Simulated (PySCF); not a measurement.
Stepwise substitution at one centre (B F-Cl). Isolated molecules, 0 K electronic values unless said otherwise. Strings in code marks are SMILES.

The S1 excitation (TDA) from two functionals at the same geometries (PBE0-D3(BJ)/def2-TZVP), both in PySCF: PBE-D3(BJ)/def2-TZVP and ωB97X-D3(BJ)/def2-TZVP. Excitations are Tamm–Dancoff values on a coarser integration grid. The basis has no diffuse functions, so Rydberg states are missing or too high.

| species | PBE-D3(BJ)/def2-TZVP (eV) | ωB97X-D3(BJ)/def2-TZVP (eV) |
|---|---|---|
| 0 of 3 F replaced by Cl (`B(F)(F)F`) | 9.73 | 11.02 |
| 1 of 3 F replaced by Cl (`FB(Cl)F`) | 7.16 | 8.23 |
| 2 of 3 F replaced by Cl | 6.02 | 7.08 |

Over these rows, drawn at random from the members with no instability flagged (it was tested for open shells, ions and some series alone), PBE minus ωB97X-D3(BJ): mean -1.14 eV, from -1.29 eV to -1.06 eV.
